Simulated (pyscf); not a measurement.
5 gas-phase steps of one pattern: four-centre exchange on the singlet surface, As–H + Ge–O or H–N + O–Si or H–N + S–Si broken and As–Ge + H–O or H–O + N–Si or H–S + N–Si formed. PySCF, gas phase, ωB97X-D3(BJ)/def2-SVP geometries. Electronic energies in kcal/mol, from the separated reactants; ΔE‡ and ΔE at ωB97M-D3(BJ)/def2-TZVP. Rows were drawn at random from the steps of this pattern with a verified saddle, stable references and no exit in the data more than 5 kcal/mol lower.

| row | step | ΔE | ΔE‡ |
|---|---|---|---|
| 1 | AsH₃ + HO–GeH₃ → H₃Ge–AsH₂ + H₂O | -3.0 | 36.9 |
| 2 | H₃Si–SH + H₂N–SiH₃ -> H₃Si–NH–SiH₃ + H₂S | -0.1 | 23.1 |
| 3 | HO–SiH₃ + H₂N–SiH₃ → H₃Si–NH–SiH₃ + H₂O | +7.9 | ? |
| 4 | NH₃ + H₂N–SiH₂–OH → H₂N–SiH₂–NH₂ + H₂O | +11.5 | 30.6 |
| 5 | NH₃ + H₂N–SiH(NH₂)–OH → H₂N–SiH(NH₂)–NH₂ + H₂O | +12.2 | 31.7 |

Task: From a straight line through the complete rows, estimate the missing barrier and say how far the line can be trusted.

Result: Over the 4 complete rows the means are +5.2 (ΔE) and 30.6 (ΔE‡); least squares gives b = -0.02 and a = 30.7 kcal/mol, with residuals of 4.9 kcal/mol (root mean square; largest 7.6, row 2). For row 3: 30.7 + -0.02 × (+7.9) = 30.5 kcal/mol. The computed barrier is 30.8 kcal/mol, 0.3 over the line. The scatter is large against the spread of the barriers, so the line says little here. Each barrier is that of the saddle found. Elements up to Kr have no core potential and no relativistic terms here.
